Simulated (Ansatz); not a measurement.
**AlSiH₄+: single points off equilibrium**

An exercise on one series of results from a longer session: the logs are not shown, and one member is left open.

Program: Ansatz 0.2.0, Gaussian basis. Level of theory: single points in def2-TZVPP. These are calculated values, not measurements.

Cores are frozen in the correlated methods.

## Where the work starts

SMILES `[AlH2][SiH2+]`, 6 atoms, charge 1, spin multiplicity 1.

Atoms are counted from 1 here; the program's logs count them from 0.

Bond lengths: Al1–Si2 2.646 Å, Al1–H3 1.505 Å, Al1–H4 1.717 Å, Si2–H5 1.373 Å, Si2–H6 1.447 Å. Angles: Si2–Al1–H3 123.6°, Si2–Al1–H4 115.6°, H3–Al1–H4 120.4°, Al1–Si2–H5 130.4°, Al1–Si2–H6 126.7°, H5–Si2–H6 102.3°.

As a file:

```xyz
6
AlH4Si
Al   -0.3527   -1.2865   -0.0515
Si    0.3203    1.2715    0.0204
H    -1.4395   -1.8854    0.7993
H     0.4047   -2.2192   -1.2777
H     1.3032    1.9526   -0.6543
H    -0.1479    2.2624    0.9645
```

The first run:

run/in.yaml

```yaml
crystal:
  periodic: [false, false, false]
  atoms:
    - {symbol: Al, position_ang: [-0.352700, -1.286500, -0.051500]}
    - {symbol: Si, position_ang: [0.320300, 1.271500, 0.020400]}
    - {symbol: H, position_ang: [-1.439500, -1.885400, 0.799300]}
    - {symbol: H, position_ang: [0.404700, -2.219200, -1.277700]}
    - {symbol: H, position_ang: [1.303200, 1.952600, -0.654300]}
    - {symbol: H, position_ang: [-0.147900, 2.262400, 0.964500]}
basis:
  gaussian: {orbitals: def2-TZVPP}
total_charge: 1
correlation: {method: ccsd_t}
output: {forces: true}
```

No record of the launch command was kept for these runs.

Among the steps run: CCSD(T)/def2-TZVPP; PBE0-D4/def2-TZVPP; wB97M-V/def2-TZVPP; r2SCAN-D4/def2-TZVPP; PBE-D4/def2-TZVPP; HSE06-D4/def2-TZVPP; r2SCANh-D4/def2-TZVPP.

One table of the session follows, with a row left open; its other results are not shown here.

```
    method  RMS force component (eV/Å)  angle to CCSD(T) forces (°)
   CCSD(T)                       1.138                    reference
   PBE0-D4                       1.167                          2.9
   wB97M-V                       1.126                          3.3
 r2SCAN-D4                           ?                            ?
    PBE-D4                       1.191                          7.2
  HSE06-D4                       1.167                          3.0
r2SCANh-D4                       1.147                          1.1
```

Estimate the missing values for r2SCAN-D4.

**Answer.** RMS force component (eV/Å): 1.153; angle to CCSD(T) forces (°): 2.2. In the column «RMS force component (eV/Å)» it lies between r2SCANh-D4 (1.147) and PBE0-D4 (1.167).
